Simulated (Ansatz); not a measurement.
**Exact exchange and the vertical energy of the triplet above the singlet of CH4O2 (methanediol)**

The species is CH4O2 (7 atoms), meant as a singlet with charge 0. As SMILES, `OCO`. Geometry: relaxed at PBE0-D4/def2-TZVP. This is a higher conformer, about 15 kJ/mol above the lowest found by a separate search.

The vertical energy of the triplet above the singlet y, in eV, basis def2-TZVP; a is the functional's share of exact exchange. Programs: Ansatz 0.2.0.

| functional | program | a | y (eV) |
| --- | --- | --- | --- |
| BLYP | Ansatz | 0 | 6.73 |
| PBE | Ansatz | 0 | 6.75 |
| B3LYP | Ansatz | 0.2 | ? |
| PBE0 | Ansatz | 0.25 | 7.18 |
| BHLYP | Ansatz | 0.5 | 7.31 |

Q: Fit y = c + s·a to the known rows and predict B3LYP.

A: 
1. Means of the 4 rows: a = 0.1875, y = 6.992.
2. Σ(Δa)² = 0.17188, Σ(Δa·Δy) = 0.20562, so the slope is 0.20562/0.17188 = 1.1963.
3. Intercept: 6.992 − (1.1963) × 0.1875 = 6.768. The largest residual of the fit is 0.11.
4. B3LYP: 6.768 + (1.1963) × 0.2 = 7.01 eV.

The run gave 7.15 eV, so the prediction is off by -0.14 eV, about the scatter of the fit.
